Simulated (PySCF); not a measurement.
**Molecular orbitals of MgB**

PW91 at R = 2.404 Å; Mg jorge-DZP-DKH, B jorge-DZP-DKH; spin-free X2C with a Gaussian nucleus (PySCF 2.14). State: ²Π (doublet), unpaired electrons π ↑. Only the outer orbitals are listed, counted within each symmetry.

| spin | orbital | occ. | ε (eV) | on Mg (%) | main shells (%) |
| --- | --- | --- | --- | --- | --- |
| α | 1π | 1 | -47.50 | 100 | 100 Mg p |
| α | 1π | 1 | -47.48 | 100 | 100 Mg p |
| α | 4σ | 1 | -47.45 | 100 | 100 Mg p |
| α | 5σ | 1 | -9.66 | 16 | 83 B s, 10 Mg s |
| α | 6σ | 1 | -5.12 | 55 | 54 Mg s, 35 B p, 9 B s |
| α | 2π | 1 | -3.89 | 17 | 83 B p, 14 Mg p |
| α | 2π | 0 | -3.49 | 21 | 79 B p, 18 Mg p |
| α | 7σ | 0 | -3.08 | 57 | 43 B p, 34 Mg s, 23 Mg p |
| α | 3π | 0 | -1.09 | 89 | 88 Mg p, 11 B p |
| β | 1π | 1 | -47.52 | 100 | 100 Mg p |
| β | 1π | 1 | -47.48 | 100 | 100 Mg p |
| β | 4σ | 1 | -47.47 | 100 | 100 Mg p |
| β | 5σ | 1 | -8.70 | 21 | 76 B s, 14 Mg s |
| β | 6σ | 1 | -4.88 | 74 | 66 Mg s, 15 B p, 11 B s |
| β | 2π | 0 | -3.16 | 28 | 72 B p, 26 Mg p |
| β | 7σ | 0 | -2.85 | 37 | 61 B p, 24 Mg p, 13 Mg s |
| β | 2π | 0 | -2.37 | 48 | 52 B p, 47 Mg p |

Question: Which are the highest filled and the lowest empty level, where do they sit, and how wide is the gap?

Answer: Highest filled α 2π at -3.89 eV (in %: 83 B p, 14 Mg p); lowest empty α 2π at -3.49 eV (in %: 79 B p, 18 Mg p); the gap at PW91 is 0.40 eV. Both belong to one degenerate shell, split only by its one-sided filling, so this is no excitation gap.

```json
{
 "bond order (Mayer)": "1.34",
 "⟨S²⟩": "0.836",
 "charge on Mg (Mulliken, basis-dependent)": "0.16",
 "charge on Mg (Löwdin, basis-dependent)": "0.01",
 "dipole moment (positive dipole means Mg(−)B(+))": "-2.27 D"
}
```

The state was picked by a PBE0 search and need not be the measured ground state.
